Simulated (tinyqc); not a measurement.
UKS/PBE0 in the sto-3g basis, for H2O, spin multiplicity 3, step by step (part 2 of 2). Computed by tinyqc, a small Python program that keeps every step (integrals from PySCF). Command: `OMP_NUM_THREADS=1 python tinyqc.py 20315 20316 out.jsonl` (the two numbers bound the seeds that draw the settings). One thread of a shared host (Intel(R) Xeon(R) Processor @ 2.60GHz), about 3 s of CPU time with the checks.

Geometry (angstrom):
```
atom,x,y,z
O,0.000000,0.000000,0.000000
H,0.000000,0.928000,0.788000
H,0.000000,-0.928000,0.788000
```

## Iteration 2: DIIS over 2 matrices

error matrix X^T (FDS - SDF) X (alpha):
```
,1,2,3,4,5,6,7
1,0.000000,0.000000,0.000000,0.000000,0.000000,0.000000,0.000000
2,0.000000,0.000000,0.000000,0.000000,0.000000,0.000000,0.000000
3,0.000000,0.000000,0.000000,0.000000,0.000000,0.000000,0.000000
4,0.000000,0.000000,0.000000,0.000000,0.000000,-0.258205,0.258205
5,0.000000,0.000000,0.000000,0.000000,0.000000,0.000000,0.000000
6,0.000000,0.000000,0.000000,0.258205,0.000000,0.000000,0.000000
7,0.000000,0.000000,0.000000,-0.258205,0.000000,0.000000,0.000000
```

B (overlaps of the stored error matrices):
```
,1,2
1,5.5633589e-01,-5.5216066e-01
2,-5.5216066e-01,6.9719692e-01
```

Minimise |sum c_i e_i|^2 with sum c_i = 1: solve [B -1; -1 0][c; lambda] = [0; -1] with B_ij = tr e_i^T e_j summed over both spins, and take F = sum c_i F_i.

DIIS coefficients: 0.529871  0.470129

extrapolated F(alpha) (hartree), lower triangle:
```
,1O 1s,1O 2s,1O 2px,1O 2py,1O 2pz,2H 1s,3H 1s
1O 1s,-18.883354
1O 2s,-4.866773,-2.107669
1O 2px,0.000000,0.000000,-0.282595
1O 2py,0.000000,0.000000,0.000000,-0.196076
1O 2pz,-0.004203,-0.061143,0.000000,0.000000,-0.245880
2H 1s,-0.606978,-0.521079,0.000000,-0.195680,-0.178322,-0.295895
3H 1s,-0.606978,-0.521079,0.000000,0.195680,-0.178322,-0.170980,-0.295895
```

extrapolated F(beta) (hartree), lower triangle:
```
,1O 1s,1O 2s,1O 2px,1O 2py,1O 2pz,2H 1s,3H 1s
1O 1s,-18.858756
1O 2s,-4.843855,-1.988975
1O 2px,0.000000,0.000000,0.052535
1O 2py,0.000000,0.000000,0.000000,-0.172896
1O 2pz,-0.002856,-0.036283,0.000000,0.000000,-0.126191
2H 1s,-0.604050,-0.488661,0.000000,-0.182456,-0.163964,-0.134339
3H 1s,-0.604050,-0.488661,0.000000,0.182456,-0.163964,-0.138591,-0.134339
```

## Iteration 2: diagonalisation and new density

X, lower triangle:
```
,1O 1s,1O 2s,1O 2px,1O 2py,1O 2pz,2H 1s,3H 1s
1O 1s,1.023193
1O 2s,-0.132648,1.110838
1O 2px,0.000000,0.000000,1.000000
1O 2py,0.000000,0.000000,0.000000,1.047794
1O 2pz,-0.005759,0.051639,0.000000,0.000000,1.029989
2H 1s,0.016324,-0.175996,0.000000,-0.137736,-0.102621,1.087468
3H 1s,0.016324,-0.175996,0.000000,0.137736,-0.102621,-0.052181,1.087468
```

Diagonalise F' = X^T F X, C = X C', fill 6 alpha and 4 beta electrons from the bottom; D(s) = C_occ C_occ^T. Each column has its largest component positive (the first on a tie).

F' = X^T F X (alpha) (hartree), lower triangle:
```
,1,2,3,4,5,6,7
1,-18.521713
2,-2.563029,-1.178044
3,0.000000,0.000000,-0.282595
4,0.000000,0.000000,0.000000,-0.107045
5,-0.021875,0.006716,0.000000,0.000000,-0.195485
6,-0.053242,-0.215761,0.000000,-0.193184,-0.136114,-0.113483
7,-0.053242,-0.215761,0.000000,0.193184,-0.136114,-0.066668,-0.113483
```

orbital energies (alpha) (hartree): MO1 -18.893318, MO2 -0.926882, MO3 -0.351788, MO4 -0.320079, MO5 -0.282595, MO6 0.064886, MO7 0.197929

coefficients C (alpha):
```
,MO1,MO2,MO3,MO4,MO5,MO6,MO7
1O 1s,0.993745,-0.249960,0.000000,0.083191,0.000000,-0.090310,0.000000
1O 2s,0.026382,0.938868,0.000000,-0.408148,0.000000,0.517125,0.000000
1O 2px,0.000000,0.000000,0.000000,0.000000,1.000000,0.000000,0.000000
1O 2py,0.000000,0.000000,0.650465,0.000000,0.000000,0.000000,0.844222
1O 2pz,0.001988,0.083046,0.000000,0.745417,0.000000,0.722560,0.000000
2H 1s,-0.004549,0.107573,0.435112,0.341333,0.000000,-0.670507,-0.692134
3H 1s,-0.004549,0.107573,-0.435112,0.341333,0.000000,-0.670507,0.692134
```

F' = X^T F X (beta) (hartree), lower triangle:
```
,1,2,3,4,5,6,7
1,-18.500053
2,-2.557137,-1.048334
3,0.000000,0.000000,0.052535
4,0.000000,0.000000,0.000000,-0.084329
5,-0.024127,0.041684,0.000000,0.000000,-0.068243
6,-0.052335,-0.236923,0.000000,-0.200513,-0.156533,0.061563
7,-0.052335,-0.236923,0.000000,0.200513,-0.156533,-0.051961,0.061563
```

orbital energies (beta) (hartree): MO1 -18.867819, MO2 -0.809702, MO3 -0.285731, MO4 -0.208759, MO5 0.052535, MO6 0.279251, MO7 0.314926

coefficients C (beta):
```
,MO1,MO2,MO3,MO4,MO5,MO6,MO7
1O 1s,0.994064,-0.249902,0.000000,0.071237,0.000000,-0.096933,0.000000
1O 2s,0.025075,0.942752,0.000000,-0.355245,0.000000,0.548236,0.000000
1O 2px,0.000000,0.000000,0.000000,0.000000,1.000000,0.000000,0.000000
1O 2py,0.000000,0.000000,0.741463,0.000000,0.000000,0.000000,0.765538
1O 2pz,0.001771,0.051823,0.000000,0.781681,0.000000,0.686241,0.000000
2H 1s,-0.004270,0.107223,0.354338,0.311376,0.000000,-0.684990,-0.736761
3H 1s,-0.004270,0.107223,-0.354338,0.311376,0.000000,-0.684990,0.736761
```

D(alpha) after iteration 2, lower triangle:
```
,1O 1s,1O 2s,1O 2px,1O 2py,1O 2pz,2H 1s,3H 1s
1O 1s,1.065085
1O 2s,-0.289118,1.316172
1O 2px,0.000000,0.000000,1.000000
1O 2py,0.000000,0.000000,0.000000,0.423104
1O 2pz,-0.022025,0.147435,0.000000,0.000000,1.084640
2H 1s,0.057539,-0.385173,0.000000,0.283025,-0.221122,0.767004
3H 1s,0.057539,-0.385173,0.000000,-0.283025,-0.221122,0.388358,0.767004
```

D(beta) after iteration 2, lower triangle:
```
,1O 1s,1O 2s,1O 2px,1O 2py,1O 2pz,2H 1s,3H 1s
1O 1s,1.055690
1O 2s,-0.235976,1.015609
1O 2px,0.000000,0.000000,0.000000
1O 2py,0.000000,0.000000,0.000000,0.549768
1O 2pz,0.044495,-0.228787,0.000000,0.000000,0.613713
2H 1s,-0.008858,-0.009638,0.000000,0.262729,0.248946,0.234026
3H 1s,-0.008858,-0.009638,0.000000,-0.262729,0.248946,-0.017085,0.234026
```

## Iteration 8 (converged): orbitals

converged F(alpha) (hartree), lower triangle:
```
,1O 1s,1O 2s,1O 2px,1O 2py,1O 2pz,2H 1s,3H 1s
1O 1s,-19.051855
1O 2s,-4.901624,-2.178163
1O 2px,0.000000,0.000000,-0.353372
1O 2py,0.000000,0.000000,0.000000,-0.270117
1O 2pz,-0.007527,-0.066895,0.000000,0.000000,-0.314075
2H 1s,-0.611592,-0.535593,0.000000,-0.217950,-0.183084,-0.298609
3H 1s,-0.611592,-0.535593,0.000000,0.217950,-0.183084,-0.169081,-0.298609
```

converged F(beta) (hartree), lower triangle:
```
,1O 1s,1O 2s,1O 2px,1O 2py,1O 2pz,2H 1s,3H 1s
1O 1s,-19.022841
1O 2s,-4.877323,-2.051207
1O 2px,0.000000,0.000000,-0.009525
1O 2py,0.000000,0.000000,0.000000,-0.240075
1O 2pz,-0.004713,-0.026035,0.000000,0.000000,-0.194086
2H 1s,-0.608254,-0.513919,0.000000,-0.207229,-0.184506,-0.189628
3H 1s,-0.608254,-0.513919,0.000000,0.207229,-0.184506,-0.148134,-0.189628
```

As before.

F' = X^T F X (alpha) (hartree), lower triangle:
```
,1,2,3,4,5,6,7
1,-18.690054
2,-2.569614,-1.247480
3,0.000000,0.000000,-0.353372
4,0.000000,0.000000,0.000000,-0.175652
5,-0.024192,-0.001578,0.000000,0.000000,-0.266284
6,-0.053909,-0.219247,0.000000,-0.209212,-0.133647,-0.108127
7,-0.053909,-0.219247,0.000000,0.209212,-0.133647,-0.066494,-0.108127
```

orbital energies (alpha) (hartree): MO1 -19.061522, MO2 -0.990584, MO3 -0.412006, MO4 -0.365601, MO5 -0.353372, MO6 0.039268, MO7 0.194722

coefficients C (alpha):
```
,MO1,MO2,MO3,MO4,MO5,MO6,MO7
1O 1s,0.993861,-0.252521,0.000000,0.072533,0.000000,0.091094,0.000000
1O 2s,0.025914,0.954955,0.000000,-0.353968,0.000000,-0.527511,0.000000
1O 2px,0.000000,0.000000,0.000000,0.000000,1.000000,0.000000,0.000000
1O 2py,0.000000,0.000000,0.697075,0.000000,0.000000,0.000000,0.806165
1O 2pz,0.002146,0.089916,0.000000,0.803862,0.000000,-0.656015,0.000000
2H 1s,-0.004476,0.088587,0.395355,0.285345,0.000000,0.698850,-0.715588
3H 1s,-0.004476,0.088587,-0.395355,0.285345,0.000000,0.698850,0.715588
```

F' = X^T F X (beta) (hartree), lower triangle:
```
,1,2,3,4,5,6,7
1,-18.663902
2,-2.564808,-1.101040
3,0.000000,0.000000,-0.009525
4,0.000000,0.000000,0.000000,-0.145518
5,-0.027831,0.058246,0.000000,0.000000,-0.131466
6,-0.051871,-0.246756,0.000000,-0.214158,-0.168455,0.014923
7,-0.051871,-0.246756,0.000000,0.214158,-0.168455,-0.052191,0.014923
```

orbital energies (beta) (hartree): MO1 -19.031599, MO2 -0.870485, MO3 -0.360186, MO4 -0.284907, MO5 -0.009525, MO6 0.253314, MO7 0.281780

coefficients C (beta):
```
,MO1,MO2,MO3,MO4,MO5,MO6,MO7
1O 1s,0.994188,-0.248737,0.000000,0.069307,0.000000,0.100009,0.000000
1O 2s,0.024571,0.938234,0.000000,-0.347623,0.000000,-0.560752,0.000000
1O 2px,0.000000,0.000000,0.000000,0.000000,1.000000,0.000000,0.000000
1O 2py,0.000000,0.000000,0.742203,0.000000,0.000000,0.000000,0.764820
1O 2pz,0.001818,0.040385,0.000000,0.785735,0.000000,-0.682368,0.000000
2H 1s,-0.004181,0.113415,0.353625,0.308069,0.000000,0.685488,-0.737103
3H 1s,-0.004181,0.113415,-0.353625,0.308069,0.000000,0.685488,0.737103
```

D(alpha) after iteration 8, lower triangle:
```
,1O 1s,1O 2s,1O 2px,1O 2py,1O 2pz,2H 1s,3H 1s
1O 1s,1.065085
1O 2s,-0.289118,1.316172
1O 2px,0.000000,0.000000,1.000000
1O 2py,0.000000,0.000000,0.000000,0.485914
1O 2pz,-0.022025,0.147435,0.000000,0.000000,1.084640
2H 1s,0.057539,-0.385173,0.000000,0.275592,-0.221122,0.733987
3H 1s,0.057539,-0.385173,0.000000,-0.275592,-0.221122,0.421375,0.733987
```

D(beta) after iteration 8, lower triangle:
```
,1O 1s,1O 2s,1O 2px,1O 2py,1O 2pz,2H 1s,3H 1s
1O 1s,1.055084
1O 2s,-0.233038,1.001729
1O 2px,0.000000,0.000000,0.000000
1O 2py,0.000000,0.000000,0.000000,0.550866
1O 2pz,0.046218,-0.235204,0.000000,0.000000,0.619014
2H 1s,-0.011016,-0.000785,0.000000,0.262462,0.246633,0.232838
3H 1s,-0.011016,-0.000785,0.000000,-0.262462,0.246633,-0.017264,0.232838
```

## Convergence

Stop when the energy changes by less than 1e-08 hartree and every element of the error matrix X^T (F D S - S D F) X (for each spin) is below 3e-05.

Course of the cycle:
```
iteration,E (hartree),change,largest element of the error matrix
1,-74.20454273,-,2.00e-01
2,-74.64879333,-4.44e-01,2.58e-01
3,-75.00404877,-3.55e-01,2.68e-02
4,-75.00622100,-2.17e-03,3.41e-03
5,-75.00633354,-1.13e-04,9.74e-04
6,-75.00634032,-6.78e-06,8.51e-05
7,-75.00634034,-2.36e-08,4.99e-06
8,-75.00634034,-1.55e-10,6.86e-07
```

PySCF UKS in the same basis, fine grid, after a stability check = -75.00627552 hartree

Converged in 8 iterations. The coarse grid moves the energy by -6.48e-05 hartree.

## Populations, bond orders and dipole

overlap S, lower triangle:
```
,1O 1s,1O 2s,1O 2px,1O 2py,1O 2pz,2H 1s,3H 1s
1O 1s,1.000000
1O 2s,0.236704,1.000000
1O 2px,0.000000,0.000000,1.000000
1O 2py,0.000000,0.000000,0.000000,1.000000
1O 2pz,0.000000,0.000000,0.000000,0.000000,1.000000
2H 1s,0.029110,0.321590,0.000000,0.225391,0.191388,1.000000
3H 1s,0.029110,0.321590,0.000000,-0.225391,0.191388,0.150311,1.000000
```

Mulliken: Z minus the diagonal of D S on the atom; Loewdin: the same with S^(1/2) D S^(1/2); Mayer order: 2 sum_s sum (D(s) S)_ij (D(s) S)_ji over the two atoms.

Charges (e):
```
atom,Mulliken,Loewdin,Mulliken spin
1O,0.061912,0.102096,1.282204
2H,-0.030956,-0.051048,0.358898
3H,-0.030956,-0.051048,0.358898
```

Mayer bond orders:
```
pair,order
2-1,0.684041
3-1,0.684041
3-2,0.186193
```

dipole moment about the origin, x y z (debye): 0.000000  0.000000  -0.026305

<S^2> of the determinant (pure state: 2) = 2.003295
